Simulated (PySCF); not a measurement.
The vertical singlet excitations below were computed for one of the candidates. Method: TDDFT PBE0/def2-SVPD, vertical, gas phase, core orbitals frozen in the response in PySCF 2.14.0, density-fitted response routines. Geometries: GFN2-xTB, one conformer each.

```json
{"state": "S1", "E (eV)": "6.01", "λ (nm)": "206.3", "f": "0.0012"}
{"state": "S2", "E (eV)": "6.54", "λ (nm)": "189.6", "f": "0.206"}
{"state": "S3", "E (eV)": "6.75", "λ (nm)": "183.7", "f": "0.0040"}
{"state": "S4", "E (eV)": "6.76", "λ (nm)": "183.3", "f": "0.0010"}
{"state": "S5", "E (eV)": "6.88", "λ (nm)": "180.2", "f": "0.013"}
{"state": "S6", "E (eV)": "7.34", "λ (nm)": "168.9", "f": "0.042"}
```

Triplets computed (Tamm–Dancoff): 4.25, 5.91 eV.

**Question.** Which candidate is it? All have the formula C6H10.
A. `C=CC(=C)CC`
B. `CCC1=C(C)C1`
C. `CC[C@@H]1[C@H]2C[C@@H]12`

**Answer.** B. Its S1 lies at 6.01 eV; the nearest of the others has S1 at 5.72 eV. S1 is HOMO→LUMO (97%). Löwdin shares by element: HOMO carbon 70% or more, hydrogen 6% or more (atoms not listed hold the other 23%); LUMO carbon 47% or more (atoms not listed hold the other 53%). At the same level the other candidates give, for their lowest levels:
- `CC[C@@H]1[C@H]2C[C@@H]12`: 7.03 eV (f 0.004); 7.24 eV (f 0.017); 7.32 eV (f 0.054); 7.34 eV (f 0.039); 8.19 eV (f 0.031); T1 6.77 eV; HOMO -7.08, LUMO 0.98 eV
- `C=CC(=C)CC`: 5.72 eV (f 0.515); 6.48 eV (f 0.003); 6.84 eV (f 0.003); 6.89 eV (f 0.004); 7.08 eV (f 0.022); T1 3.18 eV; HOMO -6.71, LUMO -0.81 eV

Conformer computed: `[CH3:1][CH2:2][C:3]1=[C:4]([CH3:5])[CH2:6]1`: C1–C2–C3–C4 0°.
